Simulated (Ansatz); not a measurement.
A nudged elastic band was laid between two geometries of CH4NSi (7 atoms, charge -1, multiplicity 1).

All numbers below come from RKS PBE0-D4/def2-SVP (Ansatz).

| Item | Value |
| --- | --- |
| movable images | 7 |
| climbing image | yes |
| spring | 5.0 eV/Å² |
| optimiser | quadratic models (default) |
| start path | through a guess of the saddle point |
| force threshold | 0.03 eV/Å |
| iteration limit | 60 |
| end points | relaxed |

First end point:

```xyz
7
Properties=species:S:1:pos:R:3
C -0.958 -1.795 0.160
N 0.117 -1.123 -0.162
Si 0.510 0.543 -0.130
H -1.788 -1.060 0.547
H 0.918 1.052 -1.496
H -0.532 1.566 0.362
H 1.733 0.817 0.719
```

Last end point:

```xyz
7
Properties=species:S:1:pos:R:3
C -0.499 -1.512 0.463
N 0.412 -0.593 0.270
Si 0.429 1.306 0.119
H -1.481 -0.957 0.406
H 0.852 1.318 -1.377
H -1.081 1.399 -0.195
H 1.368 -0.961 0.313
```

Question: What changes between the two ends?

Answer: Bonds broken: Si3–H7. Bonds formed: N2–H7.

Question: Give the energies along the band, and the barrier.

Answer: The forces met the threshold. The highest image is number 4 of 0 to 8, 45.4 kcal/mol above the first end and 51.8 kcal/mol above the last; the last end lies 6.5 kcal/mol below the first. The profile has 2 maxima (images 1, 4) with wells between them (image 2): this band takes more than one step, which may be the mechanism or a detour left from its start path. A vibrational analysis at the climbing image gives one clearly imaginary mode, 1026i cm⁻¹: a first-order saddle point. The orbitals stay closed-shell, which can raise the energy where a bond breaks towards radicals; this wasn't checked here. Limits of this set-up: an anion without diffuse functions, the dipole of an ion depends on the origin.

```csv
image,path coordinate (Å),energy (kcal/mol),Si3–H7 (Å),N2–H7 (Å)
0,0.00,0.0,1.51,2.67
1,0.87,1.6,1.51,2.58
2,1.74,0.7,1.51,2.56
3,2.61,18.4,1.51,2.23
4,3.48,45.4,1.70,1.65
5,3.89,24.8,1.87,1.21
6,4.31,0.5,2.19,1.03
7,4.73,-4.9,2.37,1.03
8,5.14,-6.5,2.46,1.03
```

Question: What is the geometry of the highest image?

Answer: 
```xyz
7
Properties=species:S:1:pos:R:3:forces:R:3
C -0.672 -1.711 0.238 0.00 0.00 0.00
N -0.069 -0.630 0.133 0.00 0.00 0.00
Si 0.561 1.023 0.113 0.00 0.00 0.00
H -1.730 -1.563 0.621 0.00 0.00 0.00
H 1.042 1.189 -1.333 0.00 0.00 0.00
H -0.680 2.032 -0.084 0.00 0.00 0.00
H 1.549 -0.340 0.312 0.00 0.00 0.00
```

The run took 7 min on 1 thread of Arm Neoverse V1, with other jobs on the host, peak memory 0.13 GiB.
